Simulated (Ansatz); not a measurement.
Cl4Si, SMILES Cl[Si](Cl)(Cl)Cl (connectivity only; charge and spin as stated), charge -1, multiplicity 2.

Coordinates come from a PBE0-D3(BJ)/def2-SVPD optimisation. The spin state was assumed, not searched. The isomer is the one that the SMILES or the coordinates give; other isomers of the formula were not compared.

Two levels are set side by side: PBE/def2-SVPD (Ansatz, a first-principles code) and PBE0/def2-SVPD (Ansatz). Energy differences of separate SCF runs at the same geometry; the states with an electron removed or added have multiplicity 1. Differences are taken from unrounded values.

```csv
quantity,PBE0,PBE,PBE minus PBE0
vertical ionisation energy (eV),3.17,2.99,-0.18
```
